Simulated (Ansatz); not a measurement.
This Ansatz (a first-principles code) input (PBE/def2-QZVP) gives -342.99605 Eh with 160 basis functions. A basis named .json is the Basis Set Exchange file of that set (core-valence sets with the plain set on hydrogen).

Ansatz 0.2 input:
```yaml
crystal:
  periodic: [false, false, false]
  atoms:
    - {symbol: P, position_ang: [0.00293147, 0.00160888, 0.12817703]}
    - {symbol: H, position_ang: [-0.00384980, 1.18388197, -0.65609339]}
    - {symbol: H, position_ang: [1.01199153, -0.61366513, -0.65676338]}
    - {symbol: H, position_ang: [-1.05211382, -0.59435001, -0.60979871]}
basis:
  gaussian:
    orbitals: def2-QZVP.json
hamiltonian:
  xc: {name: PBE}
magnetization: {spin_polarized: false}
```

Change:
```diff
- orbitals: def2-QZVP.json
+ orbitals: cc-pV_D+d_Z.json
```

### Question
What does the run give now?

### Answer
-342.97150 Eh (PBE/cc-pV(D+d)Z, 38 functions), a change of +24.55 mEh.
